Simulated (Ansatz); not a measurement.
A made-up structure of AlH₄SO (charge +1), singlet:

O1  (-0.992, -0.033, -0.699)
S2  (-0.756, 0.336, 0.971)
Al3  (1.233, -0.040, 0.531)
H4  (-1.527, -0.846, -0.672)
H5  (-1.303, 0.812, -1.070)
H6  (1.549, 0.251, 1.920)
H7  (1.796, -0.480, -0.980)
(Å)

It is relaxed with PBE-D4/def2-SVP and then PBE0-D4/def2-TZVP (Ansatz 0.2.0). Atoms count as bonded within 1.22 times the sum of their covalent radii (H–H: 0.88 Å). The end point is not checked to be a true minimum.

Question: Does its bonding change? (Judge from chemistry; the calculation decides.)

Answer: The calculation gives: No: no bond forms or breaks.

Where it ends: The first stage lowers the energy by 1.56 eV in 8 steps. It ends as AlH₄SO ([OH2][S][AlH2]), total charge +1:
```tsv
atom	x (Å)	y (Å)	z (Å)
O1	-1.2387	-0.0334	-0.8389
S2	-0.7444	0.3106	0.8719
Al3	1.4945	-0.0341	0.7026
H4	-1.8546	-0.7871	-0.8856
H5	-1.6461	0.7482	-1.2545
H6	2.0431	0.2375	2.1431
H7	1.9462	-0.4417	-0.7387
```

Labels in which every atom is bracketed show which atoms are joined, not bond orders.

For scale, one of the runs: PBE0-D4/def2-TZVP relaxation, 129 basis functions, launched by `ansatz run in.yaml --threads 2 --pin off --events-out ev --progress --plain --max-ram 4352MiB`. Hardware: 2 CPU threads of an Arm Neoverse V1, shared host. Wall time about 22 s.
